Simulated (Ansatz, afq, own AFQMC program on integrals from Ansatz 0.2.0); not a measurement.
# Where AFQMC and coupled cluster stand for GeH$_{4}$⁺, doublet

```xyz
5

Ge    0.0000    0.0000    0.0000
H     0.5613    1.0339    1.0326
H    -0.5699   -1.0297    1.0321
H    -0.5592    1.0308   -1.0368
H     0.5678   -1.0351   -1.0279
```

Basis 6-31G. Only valence electrons are correlated. Ansatz 0.2.0 and our own AFQMC program on the same integrals; the CISD trial comes from CCSD amplitudes, and released means the phaseless constraint is let go. Free projection: walkers drawn from exp(T), propagated without any constraint. Its projection time is finite, and what remains of the start isn't in its error. Error bars are statistical, one sigma. No spin–orbit coupling.

Determinant: UHF, the one that the program's search chose, which needn't be the lowest solution. The geometry is a point of a scan.

Full CI on the same integrals is exact in this basis and with this determinant's frozen core.

Cautions: no relativity below Rb; no spin-orbit coupling; inner d shell frozen; the released energies are still falling, so no released level is given (meV from the phaseless value at times in 1/Eh: -2.5 ± 0.9 at 0.24, -4.0 ± 0.8 at 0.51, -6.1 ± 0.8 at 0.99, -8.8 ± 1.3 at 1.62, -47 ± 37 at 2.40).

* T1 diagnostic: 0.0216
* weight of the determinant in the CISD state: 0.917
* ⟨S²⟩ of the determinant: 0.790
* size of the correlated space: 7 electrons in 23 orbitals

Reference: full CI, correlation energy -2.408 eV.

| level | E − E(reference) (mEh) | share of correlation (%) |
| --- | --- | --- |
| HF | 88.51 | 0.00 |
| MP2 | 31.08 | 64.88 |
| CCSD | 2.45 | 97.23 |
| CCSD(T) | 0.80 | 99.09 |
| ph-AFQMC/HF | 3.15 ± 0.43 | 96.44 |
| ph-AFQMC/CISD | 0.43 ± 0.04 | 99.51 |
| free AFQMC | 0.02 ± 0.03 | 99.98 |

Free projections are given only where their last times agree within the noise and don't stop above the reference; a slow remainder of the start can still hide under it. A walk keeps the symmetry of its determinant, which the program's search chose and which needn't be the lowest solution, so a lower state of the same spin and another symmetry isn't excluded.
